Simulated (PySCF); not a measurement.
# How well do the runs reproduce experiment for ethyleneimine?

**The experiment to reproduce.**

From NIST CCCBDB Release 22 (SRD 101), experimental dipoles, for the gas: dipole moment 1.89 ± 0.01 D.

The runs below try to reproduce these values; the comparison stands at the end.

Ethyleneimine, C2H5N.
Numbering: `[CH2:1]1[CH2:2][NH:3]1` (hydrogens: H4, H5 on C1; H6, H7 on C2; H8 on N3)

Cartesian coordinates in Å at the GFN2-xTB level; atoms count from 1:
```
atom  x, y, z in Å
C1     0.7808   -0.0659    0.0324
C2    -0.6492   -0.4353    0.0012
N3    -0.1959    0.8115   -0.5685
H4     1.2324    0.2005    0.9816
H5     1.4584   -0.5337   -0.6686
H6    -0.9860   -1.1654   -0.7218
H7    -1.2118   -0.4312    0.9283
H8    -0.4196    1.6289   -0.0091
```

The PySCF runs (gas phase, on this GFN2-xTB geometry; no spin–orbit coupling):

```tsv
level	job	basis functions	wall time
PBE0/pcSseg-1	shieldings, ring-centre shieldings, charges and field gradients	76	2.9 s
B3LYP/pcJ-1	spin–spin couplings from 8 perturbed nuclei	131	6.9 s
```

Hardware: one thread of an Arm Neoverse V2, on a shared host.

**Comparison with experiment**

**Dipole moment.** Measured: 1.89 D (NIST CCCBDB Release 22 (SRD 101), experimental dipoles).

| level | computed (D) | computed − measured (D) | % (from the printed values) |
| --- | --- | --- | --- |
| PBE0/pcSseg-1 | 1.70 | -0.19 | -10 |
| B3LYP/pcJ-1 | 1.69 | -0.20 | -11 |

Closest is PBE0/pcSseg-1 (-0.19 D), furthest B3LYP/pcJ-1 (-0.20 D); one molecule doesn't rank methods. The computed dipoles belong to one fixed geometry; measured ones are averaged over vibrations unless marked μe. Magnitudes are compared, not signs.

No measured geometry was used, and the causes of the misses weren't examined.
